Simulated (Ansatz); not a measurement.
Cost and result for the atomization energy of C3H7FO, SMILES `CCC(O)F` (12 atoms, 11 bonds).

Cartesian coordinates in Å:
```
C 0.958 -0.781 -0.793
C 0.480 0.546 -0.231
C -0.874 0.446 0.418
O -0.790 -0.358 1.532
F -1.293 1.715 0.796
H 1.934 -0.671 -1.268
H 0.265 -1.166 -1.546
H 1.046 -1.529 -0.004
H 1.176 0.925 0.524
H 0.411 1.300 -1.019
H -1.640 0.085 -0.284
H -1.674 -0.513 1.876
```

The species carries charge 0 and has multiplicity 1. All single points use the PBE0-D4/def2-TZVP geometry. It is one conformer, not always the lowest. Program: Ansatz. All runs use 4 threads of an Intel Xeon 6975P-C on a shared host. Times are those of one run each, without the atoms' runs, and a repeat can differ threefold. Electronic energies, without spin–orbit coupling; frozen cores. CCSD(T)/CBS adds CCSD(T) − MP2 in def2-TZVPP to the MP2 limit, and its time is that of the two runs behind it. T1 = 0.010. B3LYP takes the VWN-RPA correlation (the form of Gaussian; ORCA's B3LYP/G).

CCSD(T)/CBS is a level of theory with its own doubt, some kJ/mol a heavy atom from the limit and from the frozen cores, so smaller differences don't rank the functionals.

```tsv
level	functions	wall time	atomization (kJ/mol)	difference from CCSD(T)/CBS	per bond
LDA (SPW92)/def2-TZVPP	253	0.7 s	5430.6	722.2	65.7
BLYP-D4/def2-TZVPP	253	1 s	4694.4	-14.0	-1.3
PBE0-D4/def2-TZVPP	253	1.3 s	4722.1	13.7	1.2
BHLYP-D4/def2-TZVPP	253	1.4 s	4551.1	-157.3	-14.3
r2SCAN-D4/def2-TZVPP (with forces)	253	2 s	4715.6	7.2	0.7
B3LYP-D4/def2-TZVPP (with forces)	253	2 s	4697.5	-10.9	-1.0
r2SCANh-D4/def2-TZVPP	253	2 s	4685.7	-22.7	-2.1
CCSD(T)/def2-SVP	105	2.7 s	4501.6	-206.8	-18.8
ωB97X-V/def2-TZVPP	253	3.2 s	4711.6	3.2	0.3
B97M-V/def2-TZVPP	253	3.4 s	4701.5	-6.9	-0.6
MP2/def2-QZVPP	495	12 s	4742.5	34.1	3.1
CCSD(T)/def2-TZVPP	253	39 s	4597.0	-111.4	-10.1
CCSD(T)/CBS(def2)	–	51 s	4708.4	0.0	0.0
```

From PBE to PBE0 (25 % exact exchange), in def2-TZVPP and without D4, the atomization energy moves by −89.2 kJ/mol: exact exchange takes away binding that semilocal exchange gives to molecules. Leaving LDA and LC-ωPBE aside and taking each functional with its dispersion term where it has one, the values, not all of them listed here, spread over 263.1 kJ/mol, from BHLYP-D4 to PBE-D4. LDA lies +634.2 kJ/mol from PBE without D4, its usual overbinding. At CCSD(T), def2-SVP lies −206.8 kJ/mol from the extrapolated value and def2-TZVPP −111.4 kJ/mol: correlation converges slowly with the basis, and small sets miss more of it in the bonded molecule than in its fragments.
